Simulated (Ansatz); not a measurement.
Compare A (`C/N=C/O`) with its isomer B (`NC1CO1`).

Computed with Ansatz on PBE0-D4/def2-TZVP structures; ΔE is electronic, products minus reactants. CCSD(T)/CBS adds triple-zeta CCSD(T) − MP2 to the extrapolated MP2 energy (def2 sets, frozen cores). Functionals use def2-TZVPP. B3LYP here is the variant with VWN-RPA as its local correlation; programs differ in this. Each species was taken in one conformer, which may not be the lowest.

Q: Which is lower in electronic energy at CCSD(T)/CBS, and by how much? (Best estimate.)

A: Computed: A, by 19.5 kcal/mol.

Q: Give E(B) − E(A) in kcal/mol with MP2/def2-TZVPP, PBE-D4, ωB97M-V, B3LYP-D4, HF/def2-TZVPP, B2PLYP, CCSD/def2-TZVPP. (An estimate is asked.)

A: Computed: MP2/def2-TZVPP 18.8, PBE-D4 18.9, ωB97M-V 19.0, B3LYP-D4 21.8, HF/def2-TZVPP 23.2, B2PLYP 21.2, CCSD/def2-TZVPP 19.7. None reverses the order clearly.

Q: Does the order hold for the free energy at 298.15 K (harmonic terms from PBE0-D4)? (Estimate.)

A: The calculation gave: Yes: G(B) − G(A) = +20.5 kcal/mol, for one conformer each.

Largest T1 diagnostic: 0.013.

From PBE to PBE0 (25 % exact exchange), in def2-TZVPP and without D4, E(B) − E(A) moves by −1.1 kcal/mol. At CCSD(T), def2-SVP lies +3.0 kcal/mol from the extrapolated value and def2-TZVPP +0.5 kcal/mol.
